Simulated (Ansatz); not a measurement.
# HAsSi, quintet: the ladder up to UCCSDT(Q)

Geometry: that of the HAsSi, triplet, kept fixed. The triplet lies 1.4 eV lower here.

```yaml
atoms:
  - { symbol: Si, position_ang: [0.0000, 0.0280, 1.7362] }
  - { symbol: As, position_ang: [0.0000, -0.0305, -0.6393] }
  - { symbol: H, position_ang: [0.0000, 1.4877, -0.8606] }
```

Basis cc-pVDZ; Ansatz 0.2.0. Correlated methods freeze the noble-gas cores and the filled d shells of p-block atoms, which leaves 10 electrons in 31 orbitals. Prefix R: restricted or restricted open-shell reference; prefix U: unrestricted. Active spaces: valence = (10e, 9o) chosen from the atoms' valence shells. No spin–orbit coupling is included, and no scalar relativity.

Full CI isn't at hand for all of this; UCCSDT(Q) serves as the reference, and is uncertain by the last step of the cluster series or more. The frozen core follows each run's orbitals, which can shift R against U totals by a few meV for light atoms and by up to 0.1 eV past Ca.

- UHF ⟨S²⟩: 6.024
- T1 diagnostic (RCCSD): 0.0380
- largest doubles amplitude (RCCSD): 0.071
- T1 diagnostic (UCCSD): 0.0298

| level | E − E(UHF) (eV) |
| --- | --- |
| UMP2 | -3.6016 |
| UCCSD | -4.5140 |
| UCCSD(T) | -4.6562 |

Problem. Estimate how far UCCSDT(Q) in cc-pVDZ lies from UCCSD(T). The table doesn't fix it; the size of (T) and the diagnostics are the guide.

Solution. UCCSDT(Q) in cc-pVDZ lies 3.8 kJ/mol below UCCSD(T), which is 28 % of the (T) step (-13.7 kJ/mol). T1 is raised, and the rest is a large part of (T).

The other levels:

```csv
level,E − E(UCCSDT(Q)) (kJ/mol),wall time
UCCSDT,0.8,–
```

Run but not shown, since their state, orbitals or frozen core can't be matched to the reference's or they repeat it: RHF, RMP2, CISD, RCCSD, RCCSD(T), BCCD(T), RCCSDT, RCCSDT(Q), CASSCF (valence space), NEVPT2 (valence space), MRCISD (valence space), MRCISD+Q (valence space), MRCISD+Q(relaxed) (valence space).

Natural occupations of CASSCF (valence space) about the gap: 1.970 1.966 1.002 1.002 1.000 0.999 0.039 0.030; effectively unpaired electrons, Σ n²(2−n)², 4.02.
